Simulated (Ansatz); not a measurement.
# Which is lower?

Two relaxed structures of CH3OS, doublet (PBE0-D4/def2-TZVP; forces vanish, vibrations not checked).

A:

```xyz
6
angstrom
O -0.4378 -0.9333 -0.5319
C 0.2970 0.0262 0.1629
S -0.0051 1.7276 -0.2494
H -1.3364 -0.6067 -0.6388
H 1.3573 -0.1934 0.0044
H 0.1250 -0.0204 1.2527
```

B:

O1  (-0.799, -0.663, -0.050)
C2  (0.205, 0.206, 0.197)
S3  (0.342, 1.695, -0.654)
H4  (-1.256, -0.376, -0.850)
H5  (-0.596, 2.441, -0.012)
H6  (0.776, -0.023, 1.084)
(Å)

Computed with Ansatz 0.2.0 (basis: def2-TZVPP); correlated methods freeze the cores; orbitals are unrestricted. B3LYP uses VWN-RPA correlation.

Which structure is lower at CCSD(T), and by how much? (An estimate is asked for; the value comes from the calculation.)

By the calculation: A, by 0.382 eV (electronic energy, against the other). By their contacts, A is CH₃OS ([OH][CH2][S]) and B is CH₃OS ([OH][CH][SH]).

All methods give the same order:

```tsv
method	E(B) − E(A) (eV)
PBE-D4	0.223
r2SCAN-D4	0.212
PBE0-D4	0.263
B3LYP-D4	0.300
wB97M-V	0.291
HF	0.490
MP2	0.397
CCSD	0.405
CCSD(T)	0.382
```

No T1 diagnostic of these runs exceeds 0.017. ⟨S²⟩ of the unrestricted Hartree–Fock references: 0.76 to 0.77 (a pure state has 0.75).

Labels in which every atom is bracketed show which atoms are joined, not bond orders.

For scale, one of the runs: CCSD(T)/def2-TZVPP, 146 basis functions, launched by `ansatz run in.yaml --threads 2 --pin off --events-out ev --progress --plain --max-ram 4352MiB`. Time: 63 s of wall clock on 2 CPU threads of an Arm Neoverse V2; the host was shared. Peak host memory: 2.1 GiB.
